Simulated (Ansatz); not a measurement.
# BH3O: molecular dynamics

Aim: follow the molecule's vibrations and see whether its bonds hold. The start is relaxed first. Runs: 500 steps of 0.5 fs under a Langevin thermostat at 2000 K. SMILES of the start: BO.

Program: Ansatz 0.2.0. Level of theory: RHF/def2-TZVP. These are calculated values, not measurements.

## 1. The structure to begin with

Bond lengths: B1–O2 1.410 Å, O2–H3 1.010 Å, B1–H4 1.190 Å, B1–H5 1.190 Å. Angles: B1–O2–H3 109.5°, O2–B1–H4 120.0°, O2–B1–H5 120.0°, H4–B1–H5 120.0°.

Coordinates:

```xyz
5

B     0.0000    0.0000    0.0000
O     0.0000    0.0000    1.4100
H    -0.9095   -0.2814    1.7471
H     1.0305    0.0000   -0.5950
H    -1.0305    0.0000   -0.5950
```

## 2. Preparing the start

File input.yaml:

```yaml
crystal:
  periodic: [false, false, false]
  atoms:
    - { symbol: B, position_ang: [0.0, 0.0, 0.0] }
    - { symbol: O, position_ang: [0.0, 0.0, 1.41] }
    - { symbol: H, position_ang: [-0.9095, -0.2814, 1.7471] }
    - { symbol: H, position_ang: [1.0305, 0.0, -0.595] }
    - { symbol: H, position_ang: [-1.0305, 0.0, -0.595] }
basis:
  gaussian: { orbitals: def2-TZVP }
hamiltonian:
  xc: hf
relax:
  f_tol: 0.02
  max_steps: 40
```

Launch:

```console
> ansatz run input.yaml --threads 1 --pin off --max-ram 2048MiB --backend cpu --events-out ev --progress --plain --runs-dir out
```

Further steps of the session: Dynamics.

Q: Predict the outcome of this session. Wanted: relaxation of the start; temperature, first and last step; temperature, second half; potential energy, second half; bonds formed or broken.

The runs gave:

| quantity | value |
| --- | --- |
| relaxation of the start | 6 moves, 0.273 eV lower |
| length | 500 steps of 0.5 fs |
| temperature, first and last step | 1600 and 2859 K |
| temperature, second half | mean 1501 K, from 590 to 2978 K |
| potential energy, second half | +102 meV/atom from the start |
| bonds formed or broken | 0 |

Against a set 2000 K the second half averages 1501 K, going from 782 to 2859 K over that half. The bonding pattern survives the run. A run of 250 fs with 5 atoms shows the motion but fixes no equilibrium value. The nuclei move classically, without zero-point motion, which matters most for hydrogen.
